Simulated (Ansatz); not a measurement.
A made-up structure of CH$_{5}$MgSi (charge -1), singlet:

Mg1  (-1.022, 0.210, -0.606)
C2  (0.630, 0.806, 0.524)
Si3  (0.939, -1.120, 0.409)
H4  (-2.513, 0.311, -1.525)
H5  (0.544, 1.115, 1.572)
H6  (1.474, 1.352, 0.086)
H7  (1.407, 0.111, 0.719)
H8  (-0.596, -1.482, 0.677)
(Å)

It is relaxed with PBE-D4/def2-SVPD and then PBE0-D4/def2-TZVPD (Ansatz 0.2.0). Atoms count as bonded within 1.22 times the sum of their covalent radii (H–H: 0.88 Å). The end point is not checked to be a true minimum.

**Question.** Does its bonding change? (Judge from chemistry; the calculation decides.)

**Answer.** The calculation gives: Yes. Formed: none; broken: Mg1–C2, Si3–H7.

Where it ends: The first stage lowers the energy by 3.55 eV in 23 steps. It ends as CH₅MgSi ([CH3][SiH][MgH]), total charge -1:
```
8
angstrom
Mg -1.8835 0.1004 -1.0737
C 1.2877 0.6089 0.9151
Si 0.3062 -0.7755 -0.0572
H -3.1322 0.3098 -2.3435
H 0.7305 1.0695 1.7346
H 1.5931 1.4044 0.2272
H 2.2041 0.1749 1.3323
H -0.2424 -1.5900 1.1229
```

Labels in which every atom is bracketed show which atoms are joined, not bond orders.

For scale, one of the runs: PBE0-D4/def2-TZVPD relaxation, 160 basis functions, launched by `ansatz run in.yaml --threads 2 --pin off --events-out ev --progress --plain --max-ram 4352MiB`. The run took about 24 s on 2 CPU threads of an Arm Neoverse V2 (shared host).
